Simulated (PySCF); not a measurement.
Orbital picture of CN

PBE0 at R = 1.162 Å; C def2-TZVP, N def2-TZVP; no relativity (PySCF 2.14). State: ²Σ⁺ (doublet), unpaired electrons σ ↑. Only the outer orbitals are listed, counted within each symmetry.

| spin | orbital | occ. | ε (eV) | on C (%) | main shells (%) |
| --- | --- | --- | --- | --- | --- |
| α | 3σ | 1 | -26.90 | 43 | 48 N s, 29 C s, 13 C p |
| α | 4σ | 1 | -14.22 | 66 | 47 C s, 21 N s, 19 C p |
| α | 5σ | 1 | -11.53 | 42 | 42 N p, 29 C p, 16 N s |
| α | 1π | 1 | -11.05 | 47 | 52 N p, 46 C p |
| α | 1π | 1 | -11.05 | 47 | 52 N p, 46 C p |
| α | 2π | 0 | -0.25 | 59 | 55 C p, 40 N p |
| α | 2π | 0 | -0.25 | 59 | 55 C p, 40 N p |
| β | 3σ | 1 | -26.29 | 40 | 51 N s, 27 C s, 13 C p |
| β | 4σ | 1 | -12.16 | 29 | 37 N p, 34 N s, 27 C s |
| β | 1π | 1 | -10.82 | 41 | 58 N p, 39 C p |
| β | 1π | 1 | -10.82 | 41 | 58 N p, 39 C p |
| β | 5σ | 0 | -6.38 | 85 | 46 C s, 39 C p, 16 N p |
| β | 2π | 0 | 0.46 | 66 | 65 C p, 33 N p |
| β | 2π | 0 | 0.46 | 66 | 65 C p, 33 N p |

Task: Which are the highest filled and the lowest empty level, where do they sit, and how wide is the gap?

Result: Highest filled β 1π at -10.82 eV (in %: 58 N p, 39 C p); lowest empty β 5σ at -6.38 eV (in %: 46 C s, 39 C p, 16 N p); the gap at PBE0 is 4.44 eV.

```
bond order (Mayer)                             : 3.08
⟨S²⟩                                           : 0.764
charge on C (Mulliken, basis-dependent)        : 0.04
charge on C (Löwdin, basis-dependent)          : -0.06
dipole moment (positive dipole means C(−)N(+)) : -1.49 D
polarisability along the bond                  : 25.6 bohr³
polarisability across the bond                 : 15.7 bohr³
```

The state is the lowest determinant that a PBE0 search found; another state may lie lower at other levels.
